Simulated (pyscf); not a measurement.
`[Cl][GeH2][Cl]` + `[OH2]` -> `[OH][GeH]([Cl])[Cl]` + `[H][H]`, a four-centre exchange (singlet surface; Ge–H, H–O broken, Ge–O, H–H formed). PySCF, gas phase, ωB97X-D3(BJ)/def2-SVP geometries. Energies in kcal/mol from the separated reactants.

Small-basis levels: PySCF, no dispersion term, spherical d functions. AM1 to PM7: differences of heats of formation from MOPAC. GFN2-xTB: tblite. Cost: rough CPU time at the saddle relative to B3LYP/6-31G*+LANL2DZ, from one job on a shared machine.

```tsv
level	barrier	reaction energy	cost
HF/STO-3G	63.8	-6.3	0.1
PBE/6-31G*+LANL2DZ	32.2	-11.0	2
B3LYP/3-21G	13.7	-31.3	0.9
M06-2X/6-31G*+LANL2DZ	37.2	-13.4	3
B3LYP/def2-SVP	38.0	-6.8	2
GFN2-xTB	42.3	-4.3	under 0.02
PM6	38.4	-34.4	under 0.02
ωB97M-D3(BJ)/def2-TZVP	41.1	-5.5	–
```

Against the last row the barrier runs from -27.4 (B3LYP/3-21G) to +22.7 kcal/mol (HF/STO-3G). ωB97M-D3(BJ)/def2-TZVP has limits of its own. On the reactant side the descent ends in a complex, 5.9 kcal/mol under the separated species and 46.7 kcal/mol under the saddle at ωB97X-D3(BJ)/def2-TZVP. This is the saddle that the search found; another between the same sides may lie lower. In the def2 sets elements up to Kr have no core potential.
